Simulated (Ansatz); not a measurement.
# AlSiH₃ (triplet): from Hartree-Fock to the top rungs at distance Al1–H4 along a hydrogen transfer = 1.859 Å, cc-pVDZ

The task here is to estimate one member of a computed series from the others.

The runs use Ansatz 0.2.0, Gaussian basis; cc-pVDZ, core rule «outside noble gas», up to 10 orbitals frozen.

Plan: UHF; CCSD(T) on ROHF; CCSD(T) on UHF; BCCD(T) on ROHF; CISD; CCSDT(Q) on ROHF; CCSDT(Q) on UHF; CASSCF and MRCISD+Q, 4 electrons in 4 orbitals; CASSCF and NEVPT2, 4 electrons in 4 orbitals.

15 further runs of the same task are left out: 9 for a known fault of the program, 1 for a mislabelled method, 5 that didn't finish.

## The geometry

The geometry derives from fragments relaxed apart (PBE0/def2-TZVP) and kept rigid, so it is no stationary point. A hydrogen atom is moved between rigid fragments.

5 atoms, charge 0, spin multiplicity 3.

Atoms are counted from 1 here; the program's logs count them from 0.

Bond lengths: Al1–H2 1.586 Å, Al1–H3 1.586 Å, Al1–H4 1.859 Å, H4–Si5 1.645 Å. Angles: H2–Al1–H3 120.0°, H2–Al1–H4 120.0°, H3–Al1–H4 120.0°, Al1–H4–Si5 180.0°.

Set-up of the first run:

The input, in.yaml:

```yaml
crystal:
  periodic: [false, false, false]
  atoms:
    - {symbol: Al, position_ang: [-1.698837, 0.000000, 0.000000]}
    - {symbol: H, position_ang: [-2.491761, 1.373384, 0.000000]}
    - {symbol: H, position_ang: [-2.491761, -1.373384, 0.000000]}
    - {symbol: H, position_ang: [0.160163, 0.000000, 0.000000]}
    - {symbol: Si, position_ang: [1.805163, 0.000000, 0.000000]}
basis:
  gaussian: {orbitals: cc-pVDZ}
magnetization: {spin_polarized: true, initial_magnetization: 2}
hamiltonian: {xc: hf}
output: {orbitals: {seedname: orbitals}}
```

The run is started by

```
> ansatz run in.yaml --threads 1 --pin off --events-out ev --progress --plain --max-ram 2393MiB
```

Steps of the session up to this table: UHF; CCSD(T) on ROHF; CCSD(T) on UHF; BCCD(T) on ROHF; CISD; CCSDT(Q) on ROHF; CCSDT(Q) on UHF; CASSCF and MRCISD+Q, 4 electrons in 4 orbitals; CASSCF and NEVPT2, 4 electrons in 4 orbitals.

One table of the session follows, with a row left open; its other results are not shown here.

```
       method  from UCCSDT(Q) (meV)
         ROHF               +5053.4
          UHF               +4911.0
         RMP2               +1272.4
         UMP2                     ?
         CISD                +537.9
        RCCSD                +161.2
        UCCSD                +158.7
     RCCSD(T)                 +43.4
     UCCSD(T)                 +43.6
      BCCD(T)                 +43.0
       RCCSDT                  +6.8
       UCCSDT                  +6.6
    RCCSDT(Q)                  +0.7
    UCCSDT(Q)                     0
  CASSCF pair               +4660.6
  NEVPT2 pair               +1266.4
  MRCISD pair                +480.1
MRCISD+Q pair                  +7.7
```

**Question.** Estimate the row for UMP2.

**Answer.** from UCCSDT(Q) (meV): +1293.3. In the column «from UCCSDT(Q) (meV)» it lies between RMP2 (+1272.4) and CASSCF pair (+4660.6).

Caveats from the session: Restricted and unrestricted rows rest on different reference determinants; where their highest levels disagree by more than a few hundredths of an eV, they describe different states and don't form one ladder.
